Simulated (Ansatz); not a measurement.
Abridged output of a molecular run in Ansatz:

```
Functional definition: HF
605 factors; integrals over basis functions are off by at most 8.9e-4 eV
mean field evaluation 1: about -19477.5742 eV, gradient 3.7e1 eV
mean field evaluation 2: about -19477.5810 eV, gradient 3.7e1 eV
mean field evaluation 4: about -19480.4382 eV, gradient 2.4e0 eV
mean field evaluation 8: about -19480.4655 eV, gradient 1.1e-4 eV
mean field -19480.46552343 eV, -715.8939036522 hartree, gradient 2.9e-6 eV, S^2 0.000000; 0 other end points of the search recorded, 0 dependent functions left out
11 core orbitals not correlated: weight in the atoms' cores, before any rotation towards them, 1.000 or more for the frozen orbitals, at most 0.000 for the correlated occupied ones
reference -19480.46552343 eV, -715.8939036522 hartree; 9, 9 occupied and 45, 45 virtual orbitals, 605 factors
second order -10.41368750 eV of doubles, -0.00000000 eV of singles
cycle   1  -10.90679946 eV  change   -4.9e-1 eV  update   7.8e-2
cycle   2  -11.17919409 eV  change   -2.7e-1 eV  update   2.4e-2
cycle   3  -11.25285653 eV  change   -7.4e-2 eV  update   1.3e-2
cycle   4  -11.25029760 eV  change    2.6e-3 eV  update   3.3e-3
cycle   5  -11.24898368 eV  change    1.3e-3 eV  update   1.3e-3
cycle   6  -11.24893963 eV  change    4.4e-5 eV  update   3.9e-4
cycle   7  -11.24877826 eV  change    1.6e-4 eV  update   1.1e-4
cycle   8  -11.24877807 eV  change    1.8e-7 eV  update   3.1e-5
cycle   9  -11.24878862 eV  change   -1.1e-5 eV  update   1.0e-5
perturbative correction -0.25011080 eV, -0.0091914025 hartree
Total energy: -19491.96442286 eV, -716.3164804119 hartree
```

Its atoms:

```xyz
6

O     1.4368   -0.3804    0.2769
Al   -0.2371   -0.6077    0.3140
S    -1.6320    0.8446   -0.5366
H     1.8960    0.3669   -0.1000
H    -0.7988   -1.9110    0.9831
H    -0.6649    1.6875   -0.9375
```

Problem. Which basis set was used?
A. cc-pV(Q+d)Z
B. def2-SVP
C. cc-pV(T+d)Z
D. def2-TZVPPD

Solution. B. It gives 65 functions.

Problem. Write the keys of the input that set method, charge and spin (a neutral closed shell needs none for the last two).

Solution. 
```yaml
correlation: {method: ccsd_t}
```
